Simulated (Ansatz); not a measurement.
Elastic constant C12 (GPa) of solids drawn from the class of silicides and borides, at two levels: PBE (plane waves, PAW; Ansatz, a program for electronic structure), and r²SCAN in Ansatz (PAW).

| solid | PBE | r²SCAN | shift (%) |
|---|---|---|---|
| AlB2-type HfB₂ | 65.2 | 63.3 | -2.9 |
| AlB2-type TiB₂ | 67.9 | 65.9 | -2.9 |
| AlB2-type MgB₂ | 58.2 | 49.8 | -14.4 |
| A15 Mo₃Si | 140 | 148 | +5.7 |
| AlB2-type ZrB₂ | 55.9 | 54.1 | -3.2 |
| CaB6-type LaB₆ | 24.7 | 23.1 | -6.5 |

The shifts run from -14.4 % to +5.7 %, with a median of -3.1 %.

Of 6 rows, r²SCAN is the larger in 1 and the smaller in 5.

Ansatz's runs of these crystals have no spin polarisation.

Spin–orbit coupling is left out, also for the solids with elements from indium on (AlB2-type HfB2, CaB6-type LaB6); its size isn't shown.

Each level is taken at its own relaxed cell. Ansatz's density-functional and Hartree–Fock values are scalar-relativistic unless marked +SOC, with PAW data made under PBE.
